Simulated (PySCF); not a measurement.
AlCl + H₂O → HAlO + HCl

Level: PBE0 in the def2-TZVP basis family, all electrons, no relativity, computed in PySCF with density fitting; open shells unrestricted.

| species | state and structure | ZPE (kJ/mol) | H(298 K) − H(0) (kJ/mol) | S° (J/(mol K)) |
| --- | --- | --- | --- | --- |
| AlCl | singlet, C∞v, Al–Cl 2.146 Å | 2.8 | 9.3 | 227.9 |
| H₂O | singlet, C2v, O–H 0.960 Å (×2); H–O–H 105.1° | 56.5 | 9.9 | 188.7 |
| HAlO | singlet, C∞v, Al–H 1.568 Å, Al–O 1.594 Å; H–Al–O 180.0° | 23.7 | 10.2 | 221.0 |
| HCl | singlet, C∞v, H–Cl 1.279 Å | 17.9 | 8.7 | 186.6 |

(1) Is the gas-phase reaction uphill or downhill in electronic energy at this level, and by how much?

(2) Add zero-point, thermal and entropy terms for 298.15 K and 1 bar.

Answers

(1) At PBE0/def2-TZVP, ΔE = 212.2 kJ/mol, uphill. Hydrolysis steps of this kind drive oxide growth by atomic layer deposition.

(2) ΔZPE = -17.7 and Δ[H(298) − H(0)] = -0.3 kJ/mol give ΔH° = 194.2 kJ/mol. ΔS° = -9.0 J/(mol K), so ΔG° = 194.2 − 298.15 × (-0.0090) = 197 kJ/mol.

Only the bonding shown was studied: isomers, or loss of a ligand pair, can lie lower.
